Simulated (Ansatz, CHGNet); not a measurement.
Rutile PbO2: properties by level of theory

Reference values: lattice constant a 4.958 Å (measured, room temperature, not corrected to a static lattice, sources range from 4.950 to 4.958; as tabulated in Hiroi (2015), arXiv:1503.02262); lattice parameter c 3.388 Å (measured, room temperature, no zero-point or thermal correction; as tabulated in Hiroi (2015), arXiv:1503.02262).

```
level (code)           lattice parameter a (Å)  c axis length (Å)
---------------------  -----------------------  -----------------
CHGNet 0.3.0 (CHGNet)                    5.087              3.428
PBE (Ansatz)                             5.082              3.443
PBE-D3(BJ) (Ansatz)                      5.028              3.443
PBE-D4 (Ansatz)                          5.022              3.442
HSE06 (Ansatz)                           4.974              3.361
```

Differences from the reference values (errors of the level alone only where the reference is corrected to a static lattice):

| level | lattice constant a (%) | lattice parameter c (%) |
|---|---|---|
| CHGNet 0.3.0 | +2.60 | +1.18 |
| PBE | +2.50 | +1.62 |
| PBE-D3(BJ) | +1.41 | +1.62 |
| PBE-D4 | +1.29 | +1.59 |
| HSE06 | +0.32 | -0.80 |

Nearest: lattice constant a, not ranked (reference at room or unstated temperature); lattice parameter c, not ranked (reference at room or unstated temperature).

Machine-learned potentials (CHGNet 0.3.0) are trained on DFT data, which may include these solids.

Ansatz's density-functional and Hartree–Fock values are scalar-relativistic unless marked +SOC, with PAW data made under PBE.

Differences are worked out from the printed values.

Ansatz is a program for electronic structure.
